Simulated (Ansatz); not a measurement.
Basis-set extrapolation for FH2Si, SMILES `F[SiH2]` radical (PBE0-D4/def2-TZVP geometry, frozen core, Ansatz). Multiplicity 2, UHF reference.

```
                     cc-pV(T+d)Z  cc-pV(Q+d)Z
                 HF  -389.604502  -389.618651
    MP2 correlation    -0.357667    -0.389711
CCSD(T) correlation    -0.385467    -0.416593
```

Energies in hartree. Use E(X) = E(∞) + A·exp(−5.46·√X) for Hartree–Fock and E(X) = E(∞) + B·X^(−3.05) for correlation, with X = 3 and 4.

Q: What is the CCSD(T) energy at the basis-set limit?

A: HF limit: -389.618651 + (-0.014149) × 0.30130 = -389.62291. Correlation limit: -0.416593 + (-0.031126) × 0.71189 = -0.43875. Total: -390.06166 hartree, 188.2 kJ/mol below CCSD(T)/cc-pV(T+d)Z.
